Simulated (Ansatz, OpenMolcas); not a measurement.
A ladder of methods for AlF2 (SMILES [F][Al][F])

AlF2: 3 atoms, total charge 0, spin state doublet. SMILES: `[F][Al][F]`. The coordinates come from a PBE0-D4/def2-TZVP relaxation.

```xyz
3

F     0.5330   -1.3612    0.1364
Al    0.3887    0.2754    0.2452
F    -0.9325    1.0210   -0.3948
```

Quantity: the energy change with the F1–Al2 bond stretched from 1.647 to 3.293 Å, in eV. The values are calculated.

| level | kind | program | value (eV) | less FCI/STO-3G | CPU time (all runs) |
| --- | --- | --- | --- | --- | --- |
| UHF/STO-3G | Hartree–Fock | OpenMolcas | 2.01 | -0.21 | 3.4 s |
| UB3LYP/STO-3G | global hybrid | Ansatz | 3.49 | +1.27 | 4.9 s |
| UBHLYP/STO-3G | global hybrid | Ansatz | 3.05 | +0.83 | 6.5 s |
| U-wB97X/STO-3G | range-separated hybrid | Ansatz | 3.38 | +1.16 | 30 s |
| UMP2/STO-3G | perturbation theory | Ansatz | 2.20 | -0.02 | 0.55 s |
| CASSCF(3,3)/STO-3G | multireference | OpenMolcas | 2.00 | -0.22 | 6.4 s |
| UCCSD(T)/STO-3G | coupled cluster or CI | Ansatz | 2.20 | -0.02 | 1.1 s |
| UCCSDT/STO-3G | coupled cluster or CI | Ansatz | 2.23 | +0.01 | 3.5 s |
| FCI/STO-3G | exact in the basis | Ansatz | 2.22 | 0.00 | 1.9 s |

FCI/STO-3G is exact within its basis and frozen core, so for wave-function methods in that basis the difference is their error; functionals converge differently with the basis, so for them it is only a difference. The first shape isn't each level's own minimum. The values span 2.00 to 3.49 eV. All rows use very small basis sets, so even the best lies far from the true value. Times are those of the runs behind each value, whatever else they computed, on shared processors of several kinds: orders of magnitude only.
